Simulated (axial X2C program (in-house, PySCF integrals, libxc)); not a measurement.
## BH⁻ at several levels of theory

Calculated with an in-house all-electron X2C program for linear molecules (integrals from PySCF). Spin-free means the one-electron spin-free X2C Hamiltonian; two-component (2c) means X2C with spin–orbit coupling and atomic mean-field two-electron Coulomb and Gaunt terms, so the difference of the two also holds small scalar two-electron terms. Basis: B dyall-av3z [8s7p3d2f], H dyall-av3z [7s3p2d] (cores contracted in-house); Gaussian nuclei, density fitting, unrestricted open shells. Masses: B 11.009 u, H 1.008 u.

State, spin-free: M_S = 1/2, Λ = 1 (beyond evenly filled blocks: π+α); electrons by block: σα: 3, σβ: 3, π+α: 1. Fragments: B + H- for PBE0, MP2, CCSD, CCSD(T), B97-3; B- + H for HF.

State, 2c: Ω = 1/2 (⟨Sz⟩ = -0.50, ⟨Lz⟩ = 1.00 at PBE0); electrons by block: 1/2: 4, -1/2: 3. Fragments: B + H- for PBE0, MP2, CCSD, CCSD(T), B97-3; B- + H for HF.

```csv
Hamiltonian,level,Re (Å),ωe (cm⁻¹),ωexe (cm⁻¹),Be (cm⁻¹),αe (cm⁻¹),De (eV),D0 (eV),k (mdyn/Å),μ (D)
spin-free,PBE0,1.258,2147.7,58.5,11.54,0.493,3.20,3.07,2.51,1.79
spin-free,HF,1.238,2281.4,68.4,11.92,0.514,n/a,n/a,2.83,1.90
spin-free,MP2,1.257,2202.7,48.2,11.56,0.412,3.11,2.97,2.64,n/a
spin-free,CCSD,1.255,2165.7,62.8,11.59,0.504,2.87,2.74,2.55,n/a
spin-free,CCSD(T),1.258,2144.1,62,11.53,0.505,2.96,2.83,2.5,n/a
spin-free,B97-3,1.251,2175.8,60.7,11.68,0.504,3.09,2.95,2.58,1.87
2c,PBE0,1.258,2147.5,58.5,11.54,0.493,3.20,3.07,2.51,1.79
2c,HF,1.238,2281.1,68.4,11.92,0.514,n/a,n/a,2.83,1.90
2c,MP2,1.257,2202.7,48.3,11.56,0.412,3.11,2.97,2.64,n/a
2c,CCSD,1.255,2165.6,62.8,11.59,0.504,2.87,2.74,2.55,n/a
2c,CCSD(T),1.258,2144.0,62.1,11.53,0.505,2.96,2.83,2.5,n/a
2c,B97-3,1.251,2175.6,60.7,11.67,0.504,3.09,2.95,2.57,1.87
```

Correlated methods: 5 electrons correlated (number of frozen shells: B 1 s; H none), 157 virtual spin orbitals or spinors in MP2, 86 natural virtuals in coupled cluster.

Dipoles are positive if H is the positive end and refer to the centre of mass.

The state is one determinant whose occupation by symmetry is held fixed; it was picked as the lowest of a PBE0 search that is not exhaustive. Dissociation energies refer to the lowest single-determinant-based atoms at the same level and basis. De is not given where an atomic determinant may have missed its ground term or J level, or where the truncated virtual space spoils (T). Density functionals use the spin component along the axis (collinear). CCSD and (T) use frozen natural virtuals with an MP2 correction for the truncation; (T) itself is uncorrected, so its De runs slightly low. The highest occupied level is positive at some bond lengths even in Hartree–Fock (under at least one Hamiltonian), so the basis set holds the extra electron there; where that holds at Re the anion is at best weakly bound and its constants depend on the basis. In 2c an atomic determinant is not the ground J level, so De misses part of the atomic spin–orbit lowering. This holds for PBE0, B97-3. Without a current term, density functionals place determinants with orbital angular momentum somewhat too high.

Rough cost a point (2c) on 1 thread(s) of a shared host, integrals apart: PBE0 0.17 s, HF 0.07 s, CCSD(T) 1.3 s, B97-3 0.2 s.

The whole task took 41 s on 1 thread of Intel(R) Xeon(R) Processor @ 2.30GHz (shared host).
